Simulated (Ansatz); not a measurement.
Predict the output of the script below (Ansatz 0.2.0, Python API).

The script, `adiabatic.py`:
```python
"""How BH3Si relaxes after losing an electron."""

import itertools

import ansatz
from ase.data import atomic_numbers, covalent_radii
import numpy as np

BASIS_SET = "def2-SVP"
XC = "pbe0"
CHARGE = 1

GEOMETRY = """
B    -0.69460    0.00700    0.03260
Si    1.10240   -0.54860    0.50730
H    -1.46780   -0.78460   -0.38010
H    -1.01420    1.13750    0.15380
H     2.07420    0.18870   -0.31360
"""

system = ansatz.Crystal.molecule()
for line in GEOMETRY.strip().splitlines():
    symbol, *xyz = line.split()
    system = system.atom(symbol, [float(v) for v in xyz])

setup = (
    system.calculation()
    .basis(gaussian=BASIS_SET)
    .functional(XC)
    .spin("collinear", total=2)
    .accuracy("medium")
)
symbols = [site.symbol for site in system.cartesian_sites]
start = np.array([site.position_ang for site in system.cartesian_sites], dtype=float)
rep = setup.relax(force_tolerance=0.01).run(threads=1, pin="off").report
end = np.array(rep["positions_ang"])

minimum = ansatz.Crystal.molecule()
for symbol, place in zip(symbols, end):
    minimum = minimum.atom(symbol, place.tolist())
ion = minimum.calculation()
ion = ion.basis(gaussian=BASIS_SET)
ion = ion.functional(XC)
ion = ion.accuracy("medium")
ion = ion.charge(CHARGE)
ion = ion.spin("collinear", total=1)
vertical = ion.run(threads=1, pin="off").report
settled = ion.relax(force_tolerance=0.01, max_steps=80).run(threads=1, pin="off").report
print(f"vertical ionisation energy   {vertical['free_energy_ev'] - rep['free_energy_ev']:.3f} eV")
print(f"adiabatic, no zero point     {settled['free_energy_ev'] - rep['free_energy_ev']:.3f} eV")
print(f"relaxation energy of the ion {vertical['free_energy_ev'] - settled['free_energy_ev']:.3f} eV")
ionised = np.array(settled["positions_ang"])
# pairs closer than 1.2 times the sum of covalent radii, before or after
radius = [covalent_radii[atomic_numbers[s]] for s in symbols]
span = lambda where, i, j: np.linalg.norm(where[i] - where[j])
bonded = [(i, j) for i, j in itertools.combinations(range(len(symbols)), 2) if min(span(end, i, j), span(ionised, i, j)) < 1.2 * (radius[i] + radius[j])]
print("pair        before    after (A)")
for i, j in bonded:
    print(f"{symbols[i]}{i}-{symbols[j]}{j}".ljust(10), f"{span(end, i, j):8.4f} {span(ionised, i, j):8.4f}")
```

Running `python adiabatic.py` prints:
```text
vertical ionisation energy   8.821 eV
adiabatic, no zero point     8.228 eV
relaxation energy of the ion 0.594 eV
pair        before    after (A)
B0-Si1       1.9425   1.9853
B0-H2        1.2055   1.2044
B0-H3        1.2105   1.2043
Si1-H4       1.5046   1.4966
```

What to keep in mind:
- These settings explore the input space; basis and method may be short of convergence.
- The energies are electronic: no zero-point or thermal terms, and the basis set is short of its limit. The product may relax into another structure. Each relaxation finds its nearest minimum, which needn't be the lowest.
- The run takes the species as open-shell (spin multiplicity 3), which needn't be its ground state.
- Only the spin states typed were run; another state of an ion can lie lower, by up to an eV or two.
- Wall time of the script: 35 s on 1 thread of Arm Neoverse V1, on a shared host, peak memory 0.19 GiB.
